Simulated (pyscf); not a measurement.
Thermochemistry of product channels of `[OH]` [doublet] + `[OH][Al]([OH])[OH]` on the doublet surface, in kcal/mol, from ωB97M-D3(BJ)/def2-TZVP energies (ideal gas, 1 atm, RRHO with modes under 100 cm⁻¹ raised to 100, one conformer, R ln 2 for chiral ones without a mode under 150 cm⁻¹). Structures and frequencies: ωB97X-D3(BJ)/def2-SVP in PySCF.

```
products                                                     ΔE  ΔH(298 K)  ΔG(298 K)  ΔG(1200 K)
----------------------------------------------------------  ---  ---------  ---------  ----------
`[O]` [triplet] + `[H][H]` + `[O][Al]([OH])[OH]` [doublet]  [?]     +119.0     +110.6       +83.9
`[OH2]` + `[O][Al]([OH])[OH]` [doublet]                     [?]       +5.2       +3.6        -0.2
```

**Question.** Fill in the missing entries.

**Answer.** 
- `[O]` [triplet] + `[H][H]` + `[O][Al]([OH])[OH]` [doublet], ΔE: +124.2
- `[OH2]` + `[O][Al]([OH])[OH]` [doublet], ΔE: +4.4

These are energies of the channels, which say nothing of barriers. Left out: orbital degeneracy and the spin-orbit lowering of OH, O.
